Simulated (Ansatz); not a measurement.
Reaction (SMILES): C[CH]CC → 4 C atom + 9 H atom
B3LYP-D3(BJ)/def2-TZVP geometries, fixed; electronic energies without zero-point terms.

Core correlation in the atomisation energy at MP2 with Ansatz (a first-principles code), in kcal/mol: frozen core against all electrons. Core-valence sets carry the plain set on hydrogen. Species with rotatable bonds are taken in one conformer. Open shells are unrestricted.

```tsv
basis	functions, most	frozen core
cc-pVDZ	101	1122.60
cc-pCVDZ	117	1123.55
cc-pVTZ	246	1175.49
cc-pCVTZ	298	1175.14
cc-pwCVTZ	298	1175.77
cc-pVQZ	490	1190.20
cc-pwCVQZ	606	1190.28
cc-pCVQZ	606	1190.04
```

Q: How large is the core term in each set?

A: The largest core-valence set, cc-pCVQZ, gives a core term of 3.82 kcal/mol; the valence set cc-pVQZ, which lacks functions for the core, gives 9.52. By row: cc-pVDZ 3.26, cc-pCVDZ 2.64, cc-pVTZ 17.56, cc-pCVTZ 3.44, cc-pwCVTZ 3.74, cc-pVQZ 9.52, cc-pwCVQZ 3.95, cc-pCVQZ 3.82.
